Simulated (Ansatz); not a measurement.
One starting cell of Pd (a generated trial cell of Pd in the AFLOW prototype A_hR2_166_c (A7, as in As)) was relaxed twice with Ansatz (plane waves, PAW, scalar-relativistic): with r2SCAN at 500 eV and with PBE at 420 eV. The r2SCAN result:

```
Pd
1.0
    0.00000     1.95571     1.95571
    1.95571     0.00000     1.95571
    1.95571     1.95571     0.00000
Pd
1
Direct
  0.50000   0.50000   0.50000
```

```tsv
quantity	r2SCAN	PBE
space group	Fm-3m	Fm-3m
volume (Å³/atom)	14.96	15.32
a (Å)	3.911	3.943
gap (eV, no spin-orbit coupling)	0.00	0.00
```

Both levels end in the same structure; PBE's volume is 2.4 % larger. Neither column is exact.

No spin polarisation in the result. A magnetic state may lie lower.

Measured for Pd: a 3.876 Å (static lattice; corrected from measurement; as listed in Daniel Mejia-Rodriguez, S. B. Trickey, Phys. Rev. B (2018)). Computed minus measured — a: r2SCAN +0.9 %, PBE +1.7 %. The computed values are for a static lattice.

The run could not lose the symmetry of its start.

Ansatz is a program for electronic structure.
